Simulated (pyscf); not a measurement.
HO–SiH₃ (SMILES O[SiH3]) + H₂ (SMILES [H][H]) → HO–SiH₃ (SMILES O[SiH3]) + H₂ (SMILES [H][H]) (four-centre exchange; singlet surface; H–Si, H–H broken, H–Si, H–H formed). Single points on ωB97X-D3(BJ)/def2-SVP structures (PySCF, gas phase). Energies in kJ/mol from the separated reactants.

```tsv
level	barrier	reaction energy
r²SCAN/def2-TZVP	219.0	0.0
B3LYP-D3(BJ)/def2-TZVP	236.8	0.0
PBE0-D3(BJ)/def2-TZVP	218.2	0.0
M06-2X/def2-TZVP	250.2	0.0
ωB97M-D3(BJ)/def2-TZVP	236.8	0.0
HF/def2-TZVP	311.3	0.0
```

The functionals in the table span 32.0 kJ/mol in this barrier, from PBE0-D3(BJ) to M06-2X. At the saddle there is also a short H–Si contact that neither side keeps. One saddle was located; it need not be the lowest between these sides.
